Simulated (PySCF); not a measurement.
# H₃SO₃+, an ion with solvent molecules: interaction energy

One table from this session's results is given with a row withheld; the runs are named, their logs left out.

Computed with PySCF 2.14.0; each step states its level. No surroundings beyond the atoms listed, unless a continuum is named. Atoms count from 0, parts from 1.

## The system as given

7 atoms, charge 1, multiplicity 1; geometry: GFN2-xTB. Parts: 1 = atoms 0–3, `[OH3+]`, charge 1; 2 = atoms 4–6, `O=S=O`, charge 0. In the given geometry H2 has moved to O4 of another part (1.11 Å), so values for the parts refer to these atom groups.

Set-up of the first run:

What the job is given:

```
{"job": {"xc": "PBE0", "basis": "def2-SVPD", "d3": "d3bj", "grid": 2, "kind": "geom", "shake": 0.01}, "charge": 1, "multiplicity": 1, "parts": [{"atoms": "0-3", "charge": 1, "multiplicity": 1}, {"atoms": "4-6", "charge": 0, "multiplicity": 1}]}
O      0.037820     0.147926     0.386423
H     -0.640505    -0.454664     0.036295
H     -0.301869     1.470890     0.150422
H      0.923863    -0.090190     0.063465
O     -0.530523     2.540516    -0.017928
S     -0.849803     3.711715     0.891717
O     -0.831968     3.372544     2.258160
```

On the command line:

```bash
> OMP_NUM_THREADS=1 python cluster_run.py task.json out
```

The driver reads the jobs from task.json and runs them one after another.

Among the steps run: Geometry optimisation at PBE0-D3(BJ)/def2-SVPD; Coupled-cluster interaction energy: CCSD(T) and MP2.

One of the session's tables, all rows but one given; the rest of the session is left out.

It belongs to the step «Coupled-cluster interaction energy: CCSD(T) and MP2». 

| method | interaction energy (kcal/mol) |
| --- | --- |
| HF/aug-cc-pVDZ | -30.41 |
| MP2/aug-cc-pVDZ | ? |
| CCSD/aug-cc-pVDZ | -29.70 |
| CCSD(T)/aug-cc-pVDZ | -29.36 |
| HF/aug-cc-pVTZ | -30.95 |
| MP2/aug-cc-pVTZ | -29.64 |
| SCS-MP2/aug-cc-pVTZ | -28.98 |
| MP2, extrapolated | -29.87 |
| CCSD(T), limit estimate | -30.69 |

Q: Estimate the row for MP2/aug-cc-pVDZ from the others.

The run gave: interaction energy (kcal/mol): -28.54. In the column «interaction energy (kcal/mol)» it is the highest.

Limits of these values: The interaction energy leaves out the deformation of the parts, 6.77 kcal/mol (MP2); added to the CCSD(T) estimate it gives a binding of about -23.91 kcal/mol.
